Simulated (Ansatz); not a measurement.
Ansatz (a quantum-chemistry and plane-wave program) input (PBE0/def2-SVP):

Ansatz 0.2 input:
```yaml
crystal:
  periodic: [false, false, false]
  atoms:
    - {symbol: C, position_ang: [-0.00000000, -0.00000000, -0.63014053]}
    - {symbol: N, position_ang: [0.00000000, 0.00000000, 0.54012046]}
basis:
  gaussian:
    orbitals: def2-SVP
hamiltonian:
  xc: {name: PBE0}
total_charge: -1
magnetization: {spin_polarized: false}
```

Output:

```
Functional definition: PBE0
integrals: 0.00 GiB planned
288 factors; integrals over basis functions are off by at most 9.3e-4 eV
mean field: 0.06 GiB planned
mean field evaluation 1: about -2520.7994 eV, gradient 1.2e1 eV
mean field evaluation 2: about -2519.7749 eV, gradient 2.5e1 eV
mean field evaluation 4: about -2521.1249 eV, gradient 2.3e-1 eV
mean field evaluation 8: about -2521.1247 eV, gradient 2.1e-4 eV
mean field -2521.12470068 eV, -92.6496238702 hartree, gradient 2.0e-5 eV, S^2 0.000000; 0 other end points of the search recorded, 0 dependent functions left out
reference -2521.12471083 eV, -92.6496242435 hartree; 7, 7 occupied and 21, 21 virtual orbitals, 288 factors
Total energy: -2521.12471083 eV, -92.6496242435 hartree
```
